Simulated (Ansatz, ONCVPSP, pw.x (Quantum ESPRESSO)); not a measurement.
## From atom to crystal: ONCV potential for rubidium

Rb, optimised norm-conserving Vanderbilt (ONCV), made with ONCVPSP 4.0.1 (PBE, scalar-relativistic). Core [Ar] 3d10, reference 4s2 4p6 5s1. Waves: 4s+5s: rc 2.35 bohr, ncon 4, nbas 8, qcut 5.4 1/bohr, 2 projectors; 4p: rc 2.45 bohr, ncon 5, nbas 8, qcut 4.6 1/bohr, 1 projector; d scattering state at 0.12 Ha: rc 1.85 bohr, ncon 4, nbas 7, qcut 4.3 1/bohr, local. Local part: the d channel. Core correction: Teter function, fcfact 3.5, rcfact 1.25.

Atomic tests: cutoffs needed: 8.8 Ha and 11 Ha (the cutoffs (Ha) at which the residual kinetic energy of the hardest occupied pseudo-wave falls to 1 and 0.1 mHa per electron); ghost test: no bound ghost flagged; GHOST(+) flagged for s at 164.3 eV; largest excitation error: -9.7 meV (all-electron minus pseudo) for 4s2 4p5 5s1, out of 4 test configurations.

Crystal test: bcc Rb in pw.x 7.5, no spin, 8³ k-points, Fermi–Dirac smearing 0.01 Ry, cutoffs 50/200 Ry. The reference is all-electron LAPW (Ansatz 0.2.0) with the same functional, mesh and smearing; V0 and B0 come from Birch–Murnaghan fits to the pressures at five volumes. Errors are pseudo minus all-electron; Δ is the rms difference of the E(V) curves that follow from these fits, minima aligned, over ±6 % about the mean V0. Mesh and smearing are coarse, so the numbers serve the comparison and aren't converged zero-temperature values; the lattice is a test structure that the element need not adopt.

```tsv
V (Å³/atom)	P all-electron (GPa)	P pseudo (GPa)
87.211	0.15	0.14
89.506	0.07	0.07
91.801	-0.00	-0.01
94.096	-0.07	-0.07
96.391	-0.12	-0.12
```

All-electron: a0 = 5.681 Å (V0 = 91.67 Å³/atom), B0 = 2.7 GPa.

Pseudopotential: mean pressure error (GPa): -0.00; a0 (Å): 5.680; a0 error (%): -0.02; B0 error (%): -0.3; Δ (meV/atom): 0.0.

Problem. At the middle volume, how do free energy and pressure move when the wave cutoff is lowered (ecutrho kept at four times it)?

Solution.

| cutoff (Ry) | shift of F (meV/atom) | shift of P (GPa) |
| --- | --- | --- |
| 22 | +8.0 | -0.10 |
| 30 | +0.8 | -0.00 |
| 40 | +0.1 | +0.00 |

Input at the middle volume:

```
&control
  calculation='scf', prefix='x', pseudo_dir='./', outdir='./tmp', tstress=.true., disk_io='none'
/
&system
  ibrav=0, nat=1, ntyp=1, ecutwfc=50, ecutrho=200, nbnd=12,
  occupations='smearing', smearing='fd', degauss=0.01
/
&electrons
  conv_thr=1e-09, mixing_beta=0.4, electron_maxstep=70
/
ATOMIC_SPECIES
Rb 1.0 Rb.UPF
CELL_PARAMETERS angstrom
  -2.84181503 2.84181503 2.84181503
  2.84181503 -2.84181503 2.84181503
  2.84181503 2.84181503 -2.84181503
ATOMIC_POSITIONS crystal
Rb 0.0000 0.0000 0.0000
K_POINTS automatic
8 8 8 0 0 0
```

```bash
pw.x < Rb.scf.in > Rb.scf.out
```

Lines of the output:

```
Message from routine setup:
     using ibrav=0 with symmetry is DISCOURAGED, use correct ibrav instead
     lattice parameter (alat)  =       9.3015  a.u.
     unit-cell volume          =     619.5039 (a.u.)^3
     number of electrons       =         9.00
     number of Kohn-Sham states=           12
     kinetic-energy cutoff     =      50.0000  Ry
     charge density cutoff     =     200.0000  Ry
     scf convergence threshold =      1.0E-09
     Exchange-correlation= PBE
     number of k points=    29  Fermi-Dirac smearing, width (Ry)=  0.0100
     iteration #  1     ecut=    50.00 Ry     beta= 0.40
     total energy              =     -51.15533850 Ry
     estimated scf accuracy    <       0.00134668 Ry
     iteration #  2     ecut=    50.00 Ry     beta= 0.40
     total energy              =     -51.15541905 Ry
     estimated scf accuracy    <       0.00028575 Ry
     iteration #  3     ecut=    50.00 Ry     beta= 0.40
     total energy              =     -51.15546242 Ry
     estimated scf accuracy    <       0.00003366 Ry
     iteration #  4     ecut=    50.00 Ry     beta= 0.40
     total energy              =     -51.15546468 Ry
     estimated scf accuracy    <       0.00000024 Ry
     iteration #  5     ecut=    50.00 Ry     beta= 0.40
     total energy              =     -51.15546479 Ry
     estimated scf accuracy    <       0.00000037 Ry
     iteration #  6     ecut=    50.00 Ry     beta= 0.40
     total energy              =     -51.15546468 Ry
     estimated scf accuracy    <       0.00000027 Ry
     iteration #  7     ecut=    50.00 Ry     beta= 0.40
     total energy              =     -51.15546468 Ry
     estimated scf accuracy    <       0.00000004 Ry
     iteration #  8     ecut=    50.00 Ry     beta= 0.40
     total energy              =     -51.15546469 Ry
     estimated scf accuracy    <          6.7E-09 Ry
     iteration #  9     ecut=    50.00 Ry     beta= 0.40
     total energy              =     -51.15546469 Ry
     estimated scf accuracy    <          2.7E-09 Ry
     iteration # 10     ecut=    50.00 Ry     beta= 0.40
     the Fermi energy is     1.8996 ev
!    total energy              =     -51.15546469 Ry
     estimated scf accuracy    <          4.7E-11 Ry
     smearing contrib. (-TS)   =      -0.00424421 Ry
     The total energy is F=E-TS. E is the sum of the following terms:
     one-electron contribution =     -27.94224013 Ry
     hartree contribution      =      14.63859669 Ry
     xc contribution           =     -10.40213272 Ry
     ewald contribution        =     -27.44544433 Ry
     convergence has been achieved in  10 iterations
          total   stress  (Ry/bohr**3)                   (kbar)     P=       -0.05
     Message from routine punch:
     Nothing written, as per user request (disk_io='none')
```

The run at the middle volume (29 k-points, 10 iterations) took about 34 s on one core of a shared host (Intel(R) Xeon(R) Platinum 8375C CPU @ 2.90GHz, 64 threads, 248 GiB, load 70).
